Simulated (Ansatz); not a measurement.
Geometry optimisation, Ansatz 0.2.0, RKS PBE/def2-SVP.

The input (input.yaml):

```yaml
crystal:
  periodic: [false, false, false]
  atoms:
    - { symbol: Al, position_ang: [0.0, 0.0, 0.0] }
    - { symbol: Cl, position_ang: [0.0, 0.0, 2.23] }
    - { symbol: Cl, position_ang: [1.9312, 0.0, -1.115] }
    - { symbol: H, position_ang: [-1.351, 0.0, -0.78] }
basis:
  gaussian: { orbitals: def2-SVP }
hamiltonian:
  xc: pbe
relax:
  f_tol: 0.02
  max_steps: 40
```

Command:

```bash
$ ansatz run input.yaml --threads 1 --pin off --max-ram 2048MiB --backend cpu --events-out ev --progress --plain --runs-dir out
```

Where does it end, and by what steps?

The forces met the threshold. After 3 steps the energy has fallen by 0.224 eV; Cl2 moved furthest, 0.12 Å.

```tsv
step	energy less start (eV)	largest force component (eV/Å)	accepted
0	0.0000	1.626	yes
1	-0.2138	0.426	yes
2	-0.2223	0.169	yes
3	-0.2244	0.013	yes
```

```xyz
4
Properties=species:S:1:pos:R:3
Al 0.019 0.000 0.011
Cl 0.050 0.000 2.117
Cl 1.858 0.000 -1.015
H -1.347 0.000 -0.778
```

Whether the end is a true minimum wasn't checked by a vibrational analysis.

Run time: 5.9 s on 1 thread of Arm Neoverse V1, with other jobs on the host, peak memory 0.11 GiB.
